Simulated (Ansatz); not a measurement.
Strength of the C–H bond: C3H6F → C3H5F + H

Species: C3H6F `[CH2]CCF`, doublet; C3H5F (allyl fluoride) `C=CCF`, singlet; H atom, doublet. 

Shapes, held fixed at every level: PBE0-D4/def2-TZVP. Flexible molecules stand in one conformer, not always the lowest. Programs: Ansatz 0.2.0. Electronic energies: no zero-point or thermal term.

| level | kind | ΔE (kJ/mol) | less CCSD(T)/CBS estimate | CPU time (sum over the molecules) |
| --- | --- | --- | --- | --- |
| HF/def2-TZVPP | Hartree–Fock | +163.0 | -1.2 | – |
| r2SCAN-D4/def2-TZVPP | meta-GGA | +185.5 | +21.3 | 27 s |
| B3LYP-D4/def2-TZVPP | global hybrid | +169.9 | +5.7 | 17 s |
| PBE0-D4/def2-TZVPP | global hybrid | +175.4 | +11.2 | 15 s |
| wB97M-V/def2-TZVPP | range-separated hybrid | +166.2 | +2.0 | 49 s |
| wB97X-V/def2-TZVPP | range-separated hybrid | +172.5 | +8.3 | 36 s |
| B2PLYP/def2-TZVPP | double hybrid | +163.7 | -0.5 | 23 s |
| CCSD(T)/CBS estimate | coupled cluster or CI | +164.2 | 0.0 | 17 min |

The highest level, CCSD(T)/CBS estimate, gives ΔE = +164.2 kJ/mol; the levels span +163.0 to +185.5. A fragment pairs its electrons up again, so this isn't a typical strength of such a bond. The column of differences is taken from that level and isn't an error. No measured value is set beside it here. Open shells run unrestricted. The CBS estimate extrapolates MP2 from def2-TZVPP and def2-QZVPP and adds CCSD(T) − MP2 in the triple-zeta set, cores frozen. Times are processor times on shared x86 and Arm servers, and rough.
